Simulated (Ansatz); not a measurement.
# Worked example: the step energy

An elementary step of CH$_{6}$AlF, singlet (AlH₂F ([F][AlH2]) + CH₄ → CH₅Al ([CH3][AlH2]) + HF (still joined by a long Al–F bond); Al–F, H–C broken or loosened, Al–C, F–H formed or tightened). “Start” and “end” are the PBE0-D4/def2-TZVP structures reached by relaxing down either side of its saddle point, with the molecules still in contact.

Computed with Ansatz 0.2.0 (basis: def2-TZVPP and def2-QZVPP); correlated methods freeze the cores.

Energies in eV:

| quantity | end | start |
| --- | --- | --- |
| Hartree–Fock, triple zeta (X = 3) | -10415.93466 | -10417.86129 |
| Hartree–Fock, quadruple zeta (X = 4) | -10416.32003 | -10418.27049 |
| MP2 correlation, X = 3 | -14.87490 | -14.72498 |
| MP2 correlation, X = 4 | -16.05745 | -15.90774 |
| CCSD(T) correlation, X = 3 | -16.25722 | -16.08684 |

(1) Work out the step energy at the basis limit: extrapolate Hartree–Fock as E(X) = E∞ + A exp(−7.88 √X) and the MP2 correlation as E(X) = E∞ + B X^−2.97 (the exponents that Neese and Valeev fitted for def2-TZVPP and QZVPP), then add CCSD(T) − MP2 in triple zeta.

No T1 diagnostic of these runs exceeds 0.011.

Answers

(1) Each step is linear, so take the differences first (end − start): Hartree–Fock 1.92663 (X = 3) and 1.95046 (X = 4); MP2 correlation -0.14992 and -0.14971; CCSD(T) correlation -0.17038.
Two points give E∞ = E(4) + w [E(4) − E(3)], with w = 1/(exp(7.88 (2 − √3)) − 1) = 0.1377 for Hartree–Fock and w = 1/((4/3)^2.97 − 1) = 0.7407 for the correlation.
Hartree–Fock: 1.95046 + 0.1377 × 0.02383 = 1.9537 eV.
MP2 correlation: -0.14971 + 0.7407 × 0.00021 = -0.1496 eV.
CCSD(T) − MP2: -0.17038 − (-0.14992) = -0.0205 eV.
Sum: 1.9537 + (-0.1496) + (-0.0205) = 1.7836 eV, or 41.13 kcal/mol. Plain CCSD(T) in triple zeta gives 1.7563 eV, so the larger basis shifts the result by 0.0273 eV.

Labels in which every atom is bracketed show which atoms are joined, not bond orders.

For scale, one of the runs: CCSD(T)/def2-TZVPP, 188 basis functions (an equivalent command: `ansatz run in.yaml --threads 2`). Time: 26 s of wall clock on 2 CPU threads; the host was shared. Peak host memory: 2.1 GiB.
